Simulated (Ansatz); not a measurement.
Two shapes of singlet O3.

Shape 1:

```xyz
3

O     0.0000    0.0000   -1.2720
O     0.0000    0.0000    0.0000
O     0.0000    1.2773    0.6452
```

Shape 2:

```xyz
3

O     0.0000    0.0000   -1.2720
O     0.0000    0.0000    0.0000
O     0.0000    1.1354    0.5735
```

Basis set: cc-pVTZ (spherical functions). Left uncorrelated: 3 orbitals. Charge 0, multiplicity 1.

Computed with Ansatz (development build ahead of 0.2.0); the reference of a correlated method needn't be the lowest determinant of its kind.

Question: Which shape is lower in energy, and by how much in each method?

Answer:

```
     method  E(2) − E(1) (eV)
   RHF-CCSD            -0.541
   UHF-CCSD            -0.648
RHF-CCSD(T)            -0.257
UHF-CCSD(T)             0.013
```

The methods disagree on the order. Caution: large share of triples, a single reference is doubtful; the reference determinant was not shown to be the lowest. Caution for RHF-CCSD, RHF-CCSD(T): an unrestricted determinant lies well below; other determinants can give a lower correlated total. Caution for UHF-CCSD, UHF-CCSD(T): the unrestricted determinant is a mixture of spin states. Caution for UHF-CCSD(T): another reference gives a lower total.
